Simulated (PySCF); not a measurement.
**Worked example: oscillator strength and radiative lifetime**

ethanethiol (C2H6S), SMILES SCC.

The structure is a stationary point at B3LYP-D3(BJ)/def2-TZVP. Other conformers were not sampled.

TDDFT-CAM-B3LYP/def2-SVPD run with PySCF 2.14.0 puts the first singlet state with f over 0.02 at 6.20 eV (vertical), with the transition dipole (-0.220, 0.281, 0.302) in atomic units.

Question: Find the oscillator strength, the wavelength and the radiative lifetime that this transition would have in vacuum if emission retraced absorption.

Answer: 
|μ|² = 0.2186 au, so |μ| = 1.19 D. ΔE = 6.20/27.211 = 0.2278 hartree. f = (2/3) ΔE |μ|² = 0.033 (the program prints 0.033).
λ = 1239.84/6.20 = 200 nm; ν = 50006 cm⁻¹.
Einstein's coefficient A = 0.6670 ν² f s⁻¹ (ν in cm⁻¹) = 5.5e7 s⁻¹, so τ = 1/A = 18 ns. This state is S2; the lower singlet has f = 0.007. The figure is the radiative limit of this one transition; relaxation, internal conversion, crossing to triplets and a medium change what is measured.
